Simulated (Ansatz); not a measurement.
## Correlation methods on LiF, singlet

Computed with Ansatz's Gaussian-basis code (development build); BCCD by scripts on PySCF. Nonrelativistic, STO-3G, 1 core orbital frozen. Perturbation and coupled-cluster methods stand on the Hartree–Fock determinant that coupled cluster favours (restricted). The state met can change along the bond. Small basis; these aren't basis-limit values.

Correlation energy of CCSD(T), then each method's total less that of CCSD(T), in eV:

```tsv
case	E corr CCSD(T)	BCCD	BCCD(T)	determinant
1.720 Å	-2.156	+0.754	+0.047	–
1.955 Å	-2.311	+0.876	+0.063	–
2.502 Å	-2.861	+0.239	+0.129	–
3.128 Å	-4.348	+0.043	+0.029	–
3.832 Å	-5.703	+0.015	+0.007	–
```

Task: Give full CI less CCSD(T). Is CCSD(T) good to 1 kcal/mol?

Result: 1.720 Å: +0.035 eV (within); 1.955 Å: -0.002 eV (within); 2.502 Å: -0.039 eV (within); 3.128 Å: +0.019 eV (within); 3.832 Å: +0.009 eV (within).

Task: Which method comes nearest to full CI in total energy for 3.128 Å?

Result: BCCD(T), 0.010 eV away; next CCSD(T) (0.019 eV), last BCCD (0.024 eV).
